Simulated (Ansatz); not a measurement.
System: litharge PbO. Method: LDA in Ansatz (plane waves, PAW).

Rigid layers of the crystal as relaxed at this level are moved apart or together:

| run | k mesh | layer repeat (Å) | energy against free layers (meV/Å²) | gap on the mesh (eV) |
|---|---|---|---|---|
| 1 | 8×8×8 | 4.72 | -18.34 | 0.907 |
| 2 | 8×8×8 | 4.87 | -18.89 | 1.033 |
| 3 | 8×8×8 | 5.02 | -18.64 | 1.172 |
| 4 | 8×8×8 | 5.22 | -17.48 | 1.369 |
| 5 | 8×8×6 | 5.52 | -14.78 | 1.666 |
| 6 | 8×8×6 | 6.02 | -9.86 | 1.787 |
| 7 | 8×8×6 | 7.02 | -3.28 | 1.910 |
| 8 | 8×8×4 | 9.02 | -0.17 | 2.308 |

The lowest energy of these points lies at a layer repeat of 4.87 Å.

Spin–orbit coupling is not included.

Note: the cell comes from a level without a dispersion term, which matters for the spacing of layers, chains or molecules.

Ansatz is a quantum-chemistry and plane-wave program.
